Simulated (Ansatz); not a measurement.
A trace of molecular dynamics of BH4NO (7 atoms, charge 0, multiplicity 1).

The calculation used RKS BHLYP-D4/cc-pVDZ in Ansatz.

```
ensemble        : NVT, Langevin thermostat
set temperature : 2000 K
friction        : 0.005 /fs
seed            : 507561
```

```tsv
time (fs)	T (K)	potential energy less start (eV)
0	1714	0.000
6	1111	1.323
12	6086	8.812
18	3252	13.423
24	16184956	158.864
30	59894987	32.441
36	56369803	34.574
42	53066595	37.595
48	49936079	38.094
54	46958734	37.512
60	44207376	36.083
66	41684101	36.113
72	39283046	37.617
78	37009923	37.740
84	34863098	36.521
90	32829281	37.433
96	30922689	37.245
102	29114822	38.061
108	27456383	37.757
114	25864857	36.117
120	24343638	36.189
```

Task: Can this run be trusted? Judge the integration.

Result: The temperature shot up to 6.2e+07 K, far beyond the bath's, so the integration failed: the time step of 3 fs is too long for the fastest motions that this run met, and the later frames carry no physical meaning.

The run took 4.1 min on 1 thread of Intel(R) Xeon(R) Platinum 8488C (Sapphire Rapids), on a shared host, peak memory 0.15 GiB.
